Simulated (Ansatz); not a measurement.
# ClH2OSi+ (SMILES O[SiH+]Cl): functionals against CCSD(T) at one geometry

An exercise on one series of results from a longer session: the logs are not shown, and one member is left open.

Computed with Ansatz 0.2.0, Gaussian basis. Level: single points in def2-TZVPP.

Correlated methods freeze the cores. B3LYP uses VWN-RPA correlation.

**Starting geometry**

SMILES `O[SiH+]Cl`, 5 atoms, charge 1, spin multiplicity 1.

Atoms are counted from 1 here; the program's logs count them from 0.

Bond lengths: O1–Si2 1.400 Å, O1–H4 1.162 Å, Si2–Cl3 1.893 Å, Si2–H5 1.349 Å. Angles: Si2–O1–H4 143.5°, O1–Si2–Cl3 129.7°, O1–Si2–H5 101.4°, Cl3–Si2–H5 128.9°.

Geometry (Å):

```xyz
5
ClH2OSi
O    -0.6912   -0.2487   -0.5648
Si    0.2707    0.3836    0.2316
Cl    1.6720   -0.3678    1.2589
H    -1.0960   -1.2869   -0.8928
H    -0.0480    1.6827    0.0557
```

Set-up of the first run:

Contents of run/in.yaml:

```yaml
crystal:
  periodic: [false, false, false]
  atoms:
    - {symbol: O, position_ang: [-0.691200, -0.248700, -0.564800]}
    - {symbol: Si, position_ang: [0.270700, 0.383600, 0.231600]}
    - {symbol: Cl, position_ang: [1.672000, -0.367800, 1.258900]}
    - {symbol: H, position_ang: [-1.096000, -1.286900, -0.892800]}
    - {symbol: H, position_ang: [-0.048000, 1.682700, 0.055700]}
basis:
  gaussian: {orbitals: def2-TZVPP}
total_charge: 1
correlation: {method: ccsd_t}
output: {forces: true}
```

No record of the launch command was kept for these runs.

Among the steps run: CCSD(T)/def2-TZVPP; PBE0-D4/def2-TZVPP; wB97M-V/def2-TZVPP; r2SCAN-D4/def2-TZVPP; PBE-D4/def2-TZVPP; B3LYP-D4/def2-TZVPP; LC-wPBE/def2-TZVPP.

One of the session's tables, all rows but one given; the rest of the session is left out.

```
   method  RMS force component (eV/Å)  angle to CCSD(T) forces (°)
  CCSD(T)                       5.361                    reference
  PBE0-D4                       5.225                          1.1
  wB97M-V                       5.259                          0.5
r2SCAN-D4                       5.223                          0.7
   PBE-D4                           ?                            ?
 B3LYP-D4                       5.229                          0.4
  LC-wPBE                       5.241                          1.7
```

Q: Estimate the row for PBE-D4 from the others.

**Answer.** RMS force component (eV/Å): 5.310; angle to CCSD(T) forces (°): 2.3. In the column «RMS force component (eV/Å)» it lies between wB97M-V (5.259) and CCSD(T) (5.361).
